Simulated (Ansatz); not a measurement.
A run of Ansatz (development build ahead of 0.2.0) on singlet CH4O at this shape:

```xyz
6

C    -0.0261    0.0252   -0.9638
O    -0.0600   -0.0577    1.1411
H    -0.0184   -1.5323   -1.5333
H    -1.3145    0.6642   -1.5522
H     1.3514    0.7011   -1.6871
H    -0.0203    1.3117    1.6572
```

Its results:

```yaml
Converged: yes
Total_energy: -114.43484 hartree
Spin_squared_of_the_determinant: 0.000
```

Problem. Which input gives this output? Name the method, the orbitals and the basis set, and write the input.

Solution. RHF in def2-SVP. An unrestricted run that stays on the closed shell gives the same numbers.

```yaml
crystal:
  periodic: [false, false, false]
  atoms:
    - { symbol: C, position_ang: [-0.02613, 0.02517, -0.96381] }
    - { symbol: O, position_ang: [-0.05995, -0.05766, 1.14107] }
    - { symbol: H, position_ang: [-0.01841, -1.53226, -1.53329] }
    - { symbol: H, position_ang: [-1.31449, 0.66421, -1.55219] }
    - { symbol: H, position_ang: [1.3514, 0.70107, -1.68711] }
    - { symbol: H, position_ang: [-0.02028, 1.31172, 1.65725] }
basis:
  gaussian: { orbitals: def2-SVP }
hamiltonian:
  xc: hf
```

Caution: stretched shape with no unrestricted run beside it, a lower state can exist.
